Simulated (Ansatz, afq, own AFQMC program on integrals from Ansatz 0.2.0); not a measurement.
## CH4BrClOSn, singlet: energetics from AFQMC and coupled cluster

```xyz
9

C    -1.4746   -0.2534    0.1511
O    -0.2998   -0.9324   -0.2130
Sn    1.4608   -0.0629   -0.2214
Cl    1.8602    0.7520    1.9380
Br    1.3705    1.9038   -1.7308
H    -1.6915    0.6043   -0.5123
H    -1.4444    0.1153    1.1928
H    -2.3135   -0.9630    0.0682
H     2.6206   -1.2101   -0.6898
```

Geometry: a PBE0/def2-SVP stationary point, not shown to be a minimum. Basis def2-SVP with its core potentials. Only valence electrons are correlated. Ansatz 0.2.0 and our own AFQMC program on the same integrals; the CISD trial comes from CCSD amplitudes, and released means the phaseless constraint is let go. ± is one standard error of the sampling. No spin–orbit coupling.

Best estimates are CCSD(T) at the basis-set limit (def2-TZVPP/QZVPP) plus the step from CCSD(T) to the highest rung at hand in def2-SVP, named in the table (released AFQMC can keep some 10 meV of bias). Fragments are relaxed and keep their bonds. No zero-point, core-correlation or spin–orbit terms, no scalar relativity below Rb. Other levels are in def2-SVP, the functionals in def2-TZVP; a dash marks a level that is missing or breaks spin symmetry for a member.

Cautions: inner d shell frozen; no relativity below Rb; no spin-orbit coupling; CH₄BrClOSn (singlet): the released value is read at 0.90 1/Eh with a noise of 13 meV, more than in the cases checked (meV from the phaseless value at times in 1/Eh: -19 ± 10 at 0.21, -15 ± 13 at 0.42, -13 ± 14 at 0.63, 0 ± 13 at 0.90); CH₄ClOSn (doublet): the ph-AFQMC/CISD walk drifts between its halves (2.0 errors), the released value is read at 0.90 1/Eh with a noise of 14 meV, more than in the cases checked (meV from the phaseless value at times in 1/Eh: -12 ± 9 at 0.21, -15 ± 8 at 0.42, -31 ± 13 at 0.63, -27 ± 14 at 0.90).

```tsv
process	best estimate (kJ/mol)	highest rung
Sn3–Br5 → CH4ClOSn (doublet) + Br (doublet)	350 ± 2	released AFQMC
to free atoms	2893 ± 1	released AFQMC
```

Errors against the best estimates in kJ/mol, the processes numbered in the order above:

```
        level  error, 1    error, 2
          MP2       -19        -187
      CCSD(T)       -35        -236
ph-AFQMC/CISD   -33 ± 1  -232 ± 0.8
  CCSD(T)/CBS         1          -3
          PBE       -32           0
       r2SCAN       -23         -22
         PBE0       -24         -61
        B3LYP       -48         -94
      wB97M-V       -19         -35
       B2PLYP       -29         -88
```

Cost at the first geometry (cards were shared with other jobs): PBE0/def2-SVP, 9 s on 1 thread of AMD EPYC 7R13 Processor (Zen 3), on a shared host; RCCSD(T)/def2-SVP, 3.9 s on 1 × NVIDIA H100 80GB HBM3 with 1 thread of AMD EPYC 7R13 Processor (Zen 3) (shared host); CCSD(T)/def2-QZVPP, 42 s on 1 × NVIDIA H100 80GB HBM3 with 1 thread of AMD EPYC 7R13 Processor (Zen 3), on a shared host; ph-AFQMC/CISD with release, 6 min on 1 × NVIDIA H100 80GB HBM3 with 2 threads of AMD EPYC 7R13 Processor (Zen 3), with other jobs on the host.

Best estimates are given only where the step beyond CCSD(T) is under 0.3 eV and no member's determinant is very poor (T1 over 0.05, or 0.07 for open shells, ⟨S²⟩ too high by 0.3, two states mixed), so the hardest cases are missing from such tables.

The functionals ran in a triple-zeta set and keep a basis error of their own, a few kJ/mol for each bond in atomization energies and more for double hybrids, so close places among them and the extrapolated levels can swap.

Each member of a difference takes its own highest rung, so a best estimate needn't equal the limit plus the step of one row. Released energies are given only where the last usable release times agree within the noise; a slower fall can still hide under it. The exponents were fitted on light atoms, and def2 sets of heavy atoms don't grow evenly, so the limit is rough here.
